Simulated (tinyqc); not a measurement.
Worked calculation (part 2 of 2): UKS/exchange-only LDA in the sto-6g basis, for LiH+, spin multiplicity 2. Computed by tinyqc, a small Python program that keeps every step (integrals from PySCF). Command: `OMP_NUM_THREADS=1 python tinyqc.py 21765 21766 out.jsonl` (the two numbers bound the seeds that draw the settings). One thread of a shared host (Intel(R) Xeon(R) Processor @ 2.60GHz), about 0.9 s of CPU time with the checks.

Geometry (angstrom):
```
atom         x         y         z
Li    0.000000  0.000000  0.000000
H     0.000000  0.000000  1.684000
```

## Iteration 2: DIIS over 2 matrices

error matrix X^T (FDS - SDF) X (alpha):
```
           1          2         3         4          5          6
1   0.000000  -0.008349  0.000000  0.000000  -0.000586   0.004864
2   0.008349   0.000000  0.000000  0.000000  -0.000701  -0.008133
3   0.000000   0.000000  0.000000  0.000000   0.000000   0.000000
4   0.000000   0.000000  0.000000  0.000000   0.000000   0.000000
5   0.000586   0.000701  0.000000  0.000000   0.000000  -0.009393
6  -0.004864   0.008133  0.000000  0.000000   0.009393   0.000000
```

B (overlaps of the stored error matrices):
```
                1               2
1   7.9105599e-02  -5.8298156e-03
2  -5.8298156e-03   5.8887942e-04
```

Minimise |sum c_i e_i|^2 with sum c_i = 1: solve [B -1; -1 0][c; lambda] = [0; -1] with B_ij = tr e_i^T e_j summed over both spins, and take F = sum c_i F_i.

DIIS coefficients: 0.070262  0.929738

extrapolated F(alpha) (hartree):
```
            1Li 1s     1Li 2s    1Li 2px    1Li 2py    1Li 2pz      2H 1s
1Li 1s   -2.059452  -0.560753   0.000000   0.000000  -0.004903  -0.141268
1Li 2s   -0.560753  -0.425257   0.000000   0.000000  -0.077951  -0.274378
1Li 2px   0.000000   0.000000  -0.186722   0.000000   0.000000   0.000000
1Li 2py   0.000000   0.000000   0.000000  -0.186722   0.000000   0.000000
1Li 2pz  -0.004903  -0.077951   0.000000   0.000000  -0.261703  -0.322850
2H 1s    -0.141268  -0.274378   0.000000   0.000000  -0.322850  -0.512299
```

extrapolated F(beta) (hartree):
```
            1Li 1s     1Li 2s    1Li 2px    1Li 2py    1Li 2pz      2H 1s
1Li 1s   -2.055758  -0.556642   0.000000   0.000000  -0.000789  -0.137810
1Li 2s   -0.556642  -0.369391   0.000000   0.000000  -0.021059  -0.188314
1Li 2px   0.000000   0.000000  -0.145308   0.000000   0.000000   0.000000
1Li 2py   0.000000   0.000000   0.000000  -0.145308   0.000000   0.000000
1Li 2pz  -0.000789  -0.021059   0.000000   0.000000  -0.176924  -0.188355
2H 1s    -0.137810  -0.188314   0.000000   0.000000  -0.188355  -0.116335
```

## Iteration 2: diagonalisation and new density

X:
```
            1Li 1s     1Li 2s   1Li 2px   1Li 2py    1Li 2pz      2H 1s
1Li 1s    1.022072  -0.126225  0.000000  0.000000  -0.005244   0.009166
1Li 2s   -0.126225   1.099123  0.000000  0.000000   0.100295  -0.257270
1Li 2px   0.000000   0.000000  1.000000  0.000000   0.000000   0.000000
1Li 2py   0.000000   0.000000  0.000000  1.000000   0.000000   0.000000
1Li 2pz  -0.005244   0.100295  0.000000  0.000000   1.129976  -0.334255
2H 1s     0.009166  -0.257270  0.000000  0.000000  -0.334255   1.205814
```

Diagonalise F' = X^T F X, C = X C', fill 2 alpha and 1 beta electrons from the bottom; D(s) = C_occ C_occ^T. Each column has its largest component positive (the first on a tie).

F' = X^T F X (alpha) (hartree):
```
           1          2          3          4          5          6
1  -2.015537  -0.287004   0.000000   0.000000  -0.000285  -0.021520
2  -0.287004  -0.281904   0.000000   0.000000  -0.002110  -0.129866
3   0.000000   0.000000  -0.186722   0.000000   0.000000   0.000000
4   0.000000   0.000000   0.000000  -0.186722   0.000000   0.000000
5  -0.000285  -0.002110   0.000000   0.000000  -0.150964  -0.191076
6  -0.021520  -0.129866   0.000000   0.000000  -0.191076  -0.385806
```

orbital energies (alpha) (hartree): MO1 -2.062884, MO2 -0.533300, MO3 -0.213079, MO4 -0.186722, MO5 -0.186722, MO6 -0.024948

coefficients C (alpha):
```
               MO1        MO2        MO3        MO4       MO5        MO6
1Li 1s    0.988337  -0.118873  -0.249699   0.000000  0.000000  -0.085935
1Li 2s    0.046003   0.216298   0.972995   0.000000  0.000000   0.551935
1Li 2px   0.000000   0.000000   0.000000   0.960736  0.277464   0.000000
1Li 2py   0.000000   0.000000   0.000000  -0.277464  0.960736   0.000000
1Li 2pz   0.005694   0.229740  -0.358390   0.000000  0.000000   1.103359
2H 1s    -0.002619   0.778131  -0.262920   0.000000  0.000000  -0.978450
```

F' = X^T F X (beta) (hartree):
```
           1          2          3          4          5          6
1  -2.011929  -0.289097   0.000000   0.000000  -0.001538  -0.025464
2  -0.289097  -0.231384   0.000000   0.000000   0.040980  -0.146306
3   0.000000   0.000000  -0.145308   0.000000   0.000000   0.000000
4   0.000000   0.000000   0.000000  -0.145308   0.000000   0.000000
5  -0.001538   0.040980   0.000000   0.000000  -0.092427  -0.186460
6  -0.025464  -0.146306   0.000000   0.000000  -0.186460   0.051093
```

orbital energies (beta) (hartree): MO1 -2.058790, MO2 -0.270302, MO3 -0.182765, MO4 -0.145308, MO5 -0.145308, MO6 0.227211

coefficients C (beta):
```
               MO1        MO2        MO3       MO4        MO5        MO6
1Li 1s    0.989229  -0.215522   0.169152  0.000000   0.000000   0.083899
1Li 2s    0.043152   0.694236  -0.663568  0.000000   0.000000  -0.613273
1Li 2px   0.000000   0.000000   0.000000  0.310262   0.950651   0.000000
1Li 2py   0.000000   0.000000   0.000000  0.950651  -0.310262   0.000000
1Li 2pz   0.002635   0.357574   0.713427  0.000000   0.000000  -0.872820
2H 1s    -0.003943   0.345877   0.183703  0.000000   0.000000   1.215974
```

D(alpha) after iteration 2:
```
            1Li 1s    1Li 2s   1Li 2px   1Li 2py    1Li 2pz      2H 1s
1Li 1s    0.990940  0.019755  0.000000  0.000000  -0.021682  -0.095087
1Li 2s    0.019755  0.048901  0.000000  0.000000   0.049954   0.168187
1Li 2px   0.000000  0.000000  0.000000  0.000000   0.000000   0.000000
1Li 2py   0.000000  0.000000  0.000000  0.000000   0.000000   0.000000
1Li 2pz  -0.021682  0.049954  0.000000  0.000000   0.052813   0.178753
2H 1s    -0.095087  0.168187  0.000000  0.000000   0.178753   0.605495
```

D(beta) after iteration 2:
```
            1Li 1s     1Li 2s   1Li 2px   1Li 2py    1Li 2pz      2H 1s
1Li 1s    0.978573   0.042688  0.000000  0.000000   0.002607  -0.003901
1Li 2s    0.042688   0.001862  0.000000  0.000000   0.000114  -0.000170
1Li 2px   0.000000   0.000000  0.000000  0.000000   0.000000   0.000000
1Li 2py   0.000000   0.000000  0.000000  0.000000   0.000000   0.000000
1Li 2pz   0.002607   0.000114  0.000000  0.000000   0.000007  -0.000010
2H 1s    -0.003901  -0.000170  0.000000  0.000000  -0.000010   0.000016
```

Within a degenerate level the vectors are fixed only up to a rotation; this is one choice.

## Iteration 6 (converged): orbitals

converged F(alpha) (hartree):
```
            1Li 1s     1Li 2s    1Li 2px    1Li 2py    1Li 2pz      2H 1s
1Li 1s   -2.058504  -0.560640   0.000000   0.000000  -0.004983  -0.141268
1Li 2s   -0.560640  -0.425949   0.000000   0.000000  -0.078966  -0.275256
1Li 2px   0.000000   0.000000  -0.187379   0.000000   0.000000   0.000000
1Li 2py   0.000000   0.000000   0.000000  -0.187379   0.000000   0.000000
1Li 2pz  -0.004983  -0.078966   0.000000   0.000000  -0.262464  -0.324154
2H 1s    -0.141268  -0.275256   0.000000   0.000000  -0.324154  -0.515737
```

converged F(beta) (hartree):
```
            1Li 1s     1Li 2s    1Li 2px    1Li 2py    1Li 2pz      2H 1s
1Li 1s   -2.054463  -0.556446   0.000000   0.000000  -0.000824  -0.137784
1Li 2s   -0.556446  -0.369210   0.000000   0.000000  -0.021548  -0.189144
1Li 2px   0.000000   0.000000  -0.144907   0.000000   0.000000   0.000000
1Li 2py   0.000000   0.000000   0.000000  -0.144907   0.000000   0.000000
1Li 2pz  -0.000824  -0.021548   0.000000   0.000000  -0.177184  -0.189765
2H 1s    -0.137784  -0.189144   0.000000   0.000000  -0.189765  -0.121178
```

As before.

F' = X^T F X (alpha) (hartree):
```
           1          2          3          4          5          6
1  -2.014585  -0.286924   0.000000   0.000000  -0.000255  -0.021472
2  -0.286924  -0.282649   0.000000   0.000000  -0.003061  -0.129670
3   0.000000   0.000000  -0.187379   0.000000   0.000000   0.000000
4   0.000000   0.000000   0.000000  -0.187379   0.000000   0.000000
5  -0.000255  -0.003061   0.000000   0.000000  -0.151512  -0.191161
6  -0.021472  -0.129670   0.000000   0.000000  -0.191161  -0.389515
```

orbital energies (alpha) (hartree): MO1 -2.061950, MO2 -0.536307, MO3 -0.213171, MO4 -0.187379, MO5 -0.187379, MO6 -0.026831

coefficients C (alpha):
```
               MO1        MO2        MO3       MO4        MO5        MO6
1Li 1s    0.988304  -0.118569  -0.250304  0.000000   0.000000  -0.084961
1Li 2s    0.046119   0.214307   0.975987  0.000000   0.000000   0.547401
1Li 2px   0.000000   0.000000   0.000000  0.329583   0.944127   0.000000
1Li 2py   0.000000   0.000000   0.000000  0.944127  -0.329583   0.000000
1Li 2pz   0.005773   0.227991  -0.352572  0.000000   0.000000   1.105594
2H 1s    -0.002622   0.780239  -0.267116  0.000000   0.000000  -0.975630
```

F' = X^T F X (beta) (hartree):
```
           1          2          3          4          5          6
1  -2.010622  -0.289093   0.000000   0.000000  -0.001543  -0.025388
2  -0.289093  -0.231087   0.000000   0.000000   0.040728  -0.146098
3   0.000000   0.000000  -0.144907   0.000000   0.000000   0.000000
4   0.000000   0.000000   0.000000  -0.144907   0.000000   0.000000
5  -0.001543   0.040728   0.000000   0.000000  -0.092288  -0.186508
6  -0.025388  -0.146098   0.000000   0.000000  -0.186508   0.045602
```

orbital energies (beta) (hartree): MO1 -2.057506, MO2 -0.271836, MO3 -0.182693, MO4 -0.144907, MO5 -0.144907, MO6 0.223641

coefficients C (beta):
```
               MO1        MO2        MO3        MO4       MO5        MO6
1Li 1s    0.989205  -0.213415   0.171670   0.000000  0.000000   0.084450
1Li 2s    0.043238   0.684297  -0.672543   0.000000  0.000000  -0.614659
1Li 2px   0.000000   0.000000   0.000000   0.966643  0.256129   0.000000
1Li 2py   0.000000   0.000000   0.000000  -0.256129  0.966643   0.000000
1Li 2pz   0.002661   0.360909   0.707192   0.000000  0.000000  -0.876513
2H 1s    -0.003937   0.353559   0.183433   0.000000  0.000000   1.213804
```

D(alpha) after iteration 6:
```
            1Li 1s    1Li 2s   1Li 2px   1Li 2py    1Li 2pz      2H 1s
1Li 1s    0.990804  0.020169  0.000000  0.000000  -0.021327  -0.095103
1Li 2s    0.020169  0.048054  0.000000  0.000000   0.049126   0.167090
1Li 2px   0.000000  0.000000  0.000000  0.000000   0.000000   0.000000
1Li 2py   0.000000  0.000000  0.000000  0.000000   0.000000   0.000000
1Li 2pz  -0.021327  0.049126  0.000000  0.000000   0.052013   0.177873
2H 1s    -0.095103  0.167090  0.000000  0.000000   0.177873   0.608780
```

D(beta) after iteration 6:
```
            1Li 1s     1Li 2s   1Li 2px   1Li 2py    1Li 2pz      2H 1s
1Li 1s    0.978526   0.042771  0.000000  0.000000   0.002632  -0.003894
1Li 2s    0.042771   0.001869  0.000000  0.000000   0.000115  -0.000170
1Li 2px   0.000000   0.000000  0.000000  0.000000   0.000000   0.000000
1Li 2py   0.000000   0.000000  0.000000  0.000000   0.000000   0.000000
1Li 2pz   0.002632   0.000115  0.000000  0.000000   0.000007  -0.000010
2H 1s    -0.003894  -0.000170  0.000000  0.000000  -0.000010   0.000015
```

Within a degenerate level the vectors are fixed only up to a rotation; this is one choice.

## Convergence

Stop when the energy changes by less than 1e-10 hartree and every element of the error matrix X^T (F D S - S D F) X (for each spin) is below 3e-06.

Course of the cycle:
```
iteration  E (hartree)     change  largest element of the error matrix
1          -7.40243673          -                             1.38e-01
2          -7.42966730  -2.72e-02                             9.39e-03
3          -7.43003260  -3.65e-04                             8.82e-04
4          -7.43003512  -2.53e-06                             1.09e-05
5          -7.43003512  -2.73e-10                             1.76e-07
6          -7.43003512  -4.17e-14                             1.76e-09
```

PySCF UKS in the same basis, fine grid, after a stability check = -7.43197116 hartree

Converged in 6 iterations. The coarse grid moves the energy by +1.94e-03 hartree.

## Populations, bond orders and dipole

overlap S:
```
           1Li 1s    1Li 2s   1Li 2px   1Li 2py   1Li 2pz     2H 1s
1Li 1s   1.000000  0.235742  0.000000  0.000000  0.000000  0.057183
1Li 2s   0.235742  1.000000  0.000000  0.000000  0.000000  0.376713
1Li 2px  0.000000  0.000000  1.000000  0.000000  0.000000  0.000000
1Li 2py  0.000000  0.000000  0.000000  1.000000  0.000000  0.000000
1Li 2pz  0.000000  0.000000  0.000000  0.000000  1.000000  0.494245
2H 1s    0.057183  0.376713  0.000000  0.000000  0.494245  1.000000
```

Mulliken: Z minus the diagonal of D S on the atom; Loewdin: the same with S^(1/2) D S^(1/2); Mayer order: 2 sum_s sum (D(s) S)_ij (D(s) S)_ji over the two atoms.

Charges (e):
```
atom  Mulliken   Loewdin  Mulliken spin
1Li   0.753923  0.701723       0.245524
2H    0.246077  0.298277       0.754476
```

Mayer bond orders:
```
pair     order
2-1   0.370212
```

dipole moment about the origin, x y z (debye): 0.000000  0.000000  0.654620

<S^2> of the determinant (pure state: 0.75) = 0.750005
